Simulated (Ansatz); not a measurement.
# HBN, quartet: reading a ladder of total energies

Geometry: a point of a stretch scan, not a stationary point.

```yaml
atoms:
  - { symbol: B, position_ang: [0.0000, -0.1887, 0.7703] }
  - { symbol: N, position_ang: [0.0000, 0.0839, -0.7077] }
  - { symbol: H, position_ang: [0.0000, 0.8582, 1.5726] }
```

Basis cc-pVDZ; Ansatz 0.2.0. Correlated methods freeze the noble-gas cores, which leaves 9 electrons in 31 orbitals. Prefix R: restricted or restricted open-shell reference; prefix U: unrestricted.

Full CI isn't at hand for all of this; UCCSDT(Q) serves as the reference, and is uncertain by about the last step of the cluster series.

Runs differ by some tens of microhartree through their thresholds and, for an open shell, their frozen cores, so steps under 0.03 kcal/mol mean nothing.

```tsv
level	total energy (hartree)
UHF	-79.574215
UMP2	-79.724630
UCCSD	-79.756295
UCCSD(T)	-79.760335
UCCSDT	-79.761310
UCCSDT(Q)	-79.761552
```

Question: What is the correlation energy at UCCSDT(Q), and what share of it do UMP2 and UCCSDT recover?

Answer: E(corr) = -79.761552 − (-79.574215) = -0.187337 hartree = -5.098 eV. UMP2: -0.150415 / -0.187337 = 80.29 %. UCCSDT: -0.187095 / -0.187337 = 99.87 %.

Question: By how many kcal/mol does UCCSD(T) miss UCCSDT(Q) (1 hartree = 627.509 kcal/mol), and which steps make up the rest?

Answer: -79.760335 − (-79.761552) = 0.001217 hartree = 0.76 kcal/mol. Steps: UCCSDT − UCCSD(T) = -0.61, UCCSDT(Q) − UCCSDT = -0.15 kcal/mol. That is within 1 kcal/mol of the reference in this basis, which itself misses far more of the correlation at the basis-set limit.
